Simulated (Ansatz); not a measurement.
Reaction (SMILES): OO (H2O2) → 2 H atom + 2 O atom
B3LYP-D3(BJ)/def2-TZVP geometries, fixed; electronic energies without zero-point terms.
Largest species:
```xyz
4

O      0.0155     0.7238    -0.0702
O     -0.0112    -0.7261    -0.0419
H      0.8057     0.8967     0.4614
H     -0.8394    -0.8786     0.4355
```

Basis-set convergence of the atomisation energy at PBE with Ansatz (a program for electronic structure). Cartesian d functions, on some or all atoms, in 6-31+G*; all else is spherical. The program fits the integrals of some runs and decomposes those of others, by size. Open shells are unrestricted. No added dispersion term, no relativity. Functions are those of the species that has most. Reference: the value in aug-pcseg-3, 282.57 kcal/mol, itself unsure by roughly 0.20 kcal/mol (its mean distance from aug-cc-pVQZ, cc-pV5Z, def2-QZVPPD). Deviations are taken from unrounded values.

```tsv
basis	functions	atomisation energy (kcal/mol)	minus reference (kcal/mol)
def2-SVP	38	278.01	-4.56
6-31+G*	42	273.91	-8.66
6-311+G**	56	277.19	-5.38
def2-SVPD	62	282.31	-0.26
def2-TZVP	74	279.47	-3.10
pcseg-2	88	281.86	-0.72
jun-cc-pV(T+d)Z	106	281.88	-0.69
aug-cc-pVTZ	138	281.89	-0.68
aug-pcseg-2	138	282.53	-0.04
def2-QZVPP	174	281.89	-0.68
pcseg-3	186	282.52	-0.05
aug-cc-pVQZ	252	282.57	0.00
aug-pcseg-3	268	282.57	0.00
```

The smallest set listed that lies within 2 kcal/mol of the reference with all its larger relatives (same family, alike in diffuse functions; a set with none counts only in the reference's own line) is def2-SVPD (62 functions, -0.26 kcal/mol off). Inside, with no larger relative to test it: def2-QZVPP. (Relatives not listed, tested too: def2-TZVPD -1.94, def2-TZVPPD -0.42, def2-QZVPPD -0.40 kcal/mol.)
